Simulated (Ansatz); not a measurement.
# CS+ (quartet): wave-function methods side by side at distance C1–S2 = 4.382 Å, 6-31G

The task here is to estimate one member of a computed series from the others.

Computed with Ansatz 0.2.0, Gaussian basis. Level: 6-31G, core rule «outside noble gas», up to 6 orbitals frozen.

Plan: UHF; CCSD(T) on ROHF; CCSD(T) on UHF; BCCD(T) on ROHF; CISD as a restricted active space (open shells left free, so some higher excitations enter); CCSDT(Q) on ROHF; CCSDT(Q) on UHF; CISDTQ; CCSDTQ on ROHF; CCSDTQ on UHF; CASSCF and MRCISD+Q, 5 electrons in 5 orbitals; CASSCF and NEVPT2, 5 electrons in 5 orbitals; CASSCF and MRCISD+Q, 9 electrons in 8 orbitals; CASSCF and NEVPT2, 9 electrons in 8 orbitals; Full CI; Full CI in the symmetry of the determinant.

15 further runs of the same task are left out: 10 that didn't finish, 5 set aside as unsound or not needed. Runs told in other sessions of the task aren't counted.

### The geometry

The geometry derives from a PBE0/def2-TZVP stationary point (not a proven minimum). One bond is set to the value named and the two fragments are kept rigid.

2 atoms, charge 1, spin multiplicity 4.

Atoms are counted from 1 here; the program's logs count them from 0.

No contacts short enough for the rule that draws bonds.

The first run:

The input, in.yaml:

```yaml
crystal:
  periodic: [false, false, false]
  atoms:
    - {symbol: C, position_ang: [0.000000, 0.000000, 0.000000]}
    - {symbol: S, position_ang: [0.000000, 0.000000, 4.382000]}
basis:
  gaussian: {orbitals: 6-31G}
total_charge: 1
magnetization: {spin_polarized: true, initial_magnetization: 3}
hamiltonian: {xc: hf}
output: {orbitals: {seedname: orbitals}}
```

Run with:

```
$ ansatz run in.yaml --threads 1 --pin off --events-out ev --progress --plain --max-ram 2393MiB
```

Among the steps run: UHF; CCSD(T) on ROHF; CCSD(T) on UHF; BCCD(T) on ROHF; CISD as a restricted active space (open shells left free, so some higher excitations enter); CCSDT(Q) on ROHF; CCSDT(Q) on UHF; CISDTQ; CCSDTQ on ROHF; CCSDTQ on UHF; CASSCF and MRCISD+Q, 5 electrons in 5 orbitals; CASSCF and NEVPT2, 5 electrons in 5 orbitals; CASSCF and MRCISD+Q, 9 electrons in 8 orbitals; CASSCF and NEVPT2, 9 electrons in 8 orbitals; Full CI; Full CI in the symmetry of the determinant.

One table of the session follows, with a row left open; its other results are not shown here.

It belongs to the step «Misses and costs». 

| method | from FCI (kcal/mol) |
| --- | --- |
| UHF | +49.90 |
| UMP2 | +28.77 |
| UCCSD | +3.93 |
| UCCSD(T) | +0.62 |
| UCCSDT | +0.42 |
| UCCSDT(Q) | +0.42 |
| UCCSDTQ | -0.01 |
| CASSCF pair | +31.53 |
| NEVPT2 pair | ? |
| MRCISD pair | +1.12 |
| MRCISD+Q pair | -0.04 |
| FCI | 0 |

**Question.** Estimate the row for NEVPT2 pair.

As computed: from FCI (kcal/mol): +11.77. In the column «from FCI (kcal/mol)» it lies between UCCSD (+3.93) and UMP2 (+28.77).

Left out of the table: CASSCF valence, NEVPT2 valence, MRCISD valence, MRCISD+Q valence (the active space lost an orbital or holds another state than full CI finds).

Caveats from the session: The report flags that the cluster equations may have other roots. The determinant of CCSDTQ (⟨S²⟩ 4.74) is far from a pure spin state, so its energy mixes those of several spin states; high orders of coupled cluster remove much of that, low ones don't. Left out of the table: ROHF, RMP2, CISD, RCCSD, RCCSD(T), BCCD(T), RCCSDT, CISDTQ, RCCSDT(Q), RCCSDTQ (another determinant or state than the rows shown). The program flags UCCSD(T), UCCSDT(Q), UCCSDTQ as in doubt, so those rows may rest on another solution. Levels on UHF freeze UHF's core orbitals, full CI those of ROHF, so the U rows can settle a little off it for that reason alone.
